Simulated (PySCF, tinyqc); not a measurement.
CIS and TDHF on RHF in the sto-3g basis, frozen core, for CH2, spin multiplicity 1, step by step. The lowest restricted solution is unstable here: a spin-polarised one lies 0.0329 hartree lower (PySCF). One step of it, computed by the program tinyqc.

Problem. TDHF (RPA) singlet states. B(ia,jb) = 2 (ia|jb) - (ib|ja); the squared energies are the eigenvalues of (A - B)(A + B); 1 hartree = 27.211386 eV.

CIS matrix A, singlet (hartree), lower triangle:
```
           2>5       2>6        2>7       3>5       3>6       3>7       4>5       4>6
2>5   0.687497
2>6   0.000000  1.113535
2>7   0.000000  0.000000   1.112787
3>5   0.000000  0.000000   0.000000  0.304409
3>6   0.000000  0.000000  -0.017453  0.000000  0.802077
3>7   0.000000  0.036865   0.000000  0.000000  0.000000  0.935083
4>5  -0.035415  0.000000   0.000000  0.000000  0.000000  0.000000  0.050455
4>6   0.000000  0.039416   0.000000  0.000000  0.000000  0.051470  0.000000  0.544297
4>7   0.000000  0.000000  -0.006795  0.000000  0.042449  0.000000  0.000000  0.000000

          4>7
4>7  0.600604
```

Two-electron integrals over orbitals (pq|rs), unique and non-zero (hartree); the lowest 1 orbital is frozen and left out:
```
(22|22) 0.549687    (32|32) 0.143909    (33|22) 0.515826    (33|33) 0.524791
(42|22) 0.028080    (42|33) 0.021857    (42|42) 0.073933    (43|32) 0.022135
(43|43) 0.032712    (44|22) 0.496170    (44|33) 0.464931    (44|42) -0.083865
(44|44) 0.667128    (52|52) 0.089257    (53|53) 0.020054    (54|52) -0.039936
(54|54) 0.052681    (55|22) 0.543477    (55|33) 0.483583    (55|42) -0.044456
(55|44) 0.581896    (55|55) 0.672833    (62|22) 0.083279    (62|33) 0.028300
(62|42) -0.000706   (62|44) 0.075241    (62|55) 0.125244    (62|62) 0.097830
(63|32) -0.067603   (63|43) -0.028143   (63|63) 0.082145    (64|22) 0.032598
(64|33) 0.004926    (64|42) -0.009563   (64|44) 0.061607    (64|55) 0.050505
(64|62) 0.047561    (64|64) 0.034026    (65|52) 0.056014    (65|54) -0.014173
(65|65) 0.044330    (66|22) 0.539281    (66|33) 0.514794    (66|42) 0.055706
(66|44) 0.455439    (66|55) 0.504667    (66|62) 0.062767    (66|64) 0.020790
(66|66) 0.574838    (72|32) -0.002327   (72|43) -0.032313   (72|63) 0.046925
(72|72) 0.053645    (73|22) 0.051838    (73|33) 0.026493    (73|42) -0.058368
(73|44) 0.122965    (73|55) 0.124581    (73|62) 0.074084    (73|64) 0.042660
(73|66) 0.004380    (73|73) 0.118704    (74|32) -0.072083   (74|43) 0.009578
(74|63) 0.038150    (74|72) -0.008775   (74|74) 0.063479    (75|53) 0.018414
(75|75) 0.022109    (76|32) 0.111303    (76|43) 0.033850    (76|63) -0.075712
(76|72) -0.027156   (76|74) -0.051784   (76|76) 0.111700    (77|22) 0.518937
(77|33) 0.522184    (77|42) -0.010756   (77|44) 0.525316    (77|55) 0.526746
(77|62) 0.043853    (77|64) 0.015084    (77|66) 0.517991    (77|73) 0.063588
(77|77) 0.560280
```

Give: TDHF matrix B, singlet; squared energies w^2; TDHF energies from the positive w^2.

Solution.

TDHF matrix B, singlet (hartree), lower triangle:
```
         2>5     2>6      2>7     3>5     3>6     3>7     4>5     4>6
2>5   0.0893
2>6   0.0000  0.0978
2>7   0.0000  0.0000   0.0536
3>5   0.0000  0.0000   0.0000  0.0201
3>6   0.0000  0.0000   0.0198  0.0000  0.0821
3>7   0.0000  0.1012   0.0000  0.0000  0.0000  0.1187
4>5  -0.0399  0.0000   0.0000  0.0000  0.0000  0.0000  0.0527
4>6   0.0000  0.0476   0.0000  0.0000  0.0000  0.0472  0.0000  0.0340
4>7   0.0000  0.0000  -0.0088  0.0000  0.0336  0.0000  0.0000  0.0000

        4>7
4>7  0.0635
```

squared energies w^2 (hartree^2): -0.0002  0.0923  0.2852  0.3471  0.4640  0.6451  0.8509  1.2314  1.2376

TDHF energies from the positive w^2 (eV): 8.2654  14.5313  16.0312  18.5356  21.8553  25.1003  30.1961  30.2725

A + B or A - B has a negative eigenvalue: the restricted solution is unstable towards a lower one, a negative w^2 means an imaginary energy, and the lowest roots have no physical meaning.
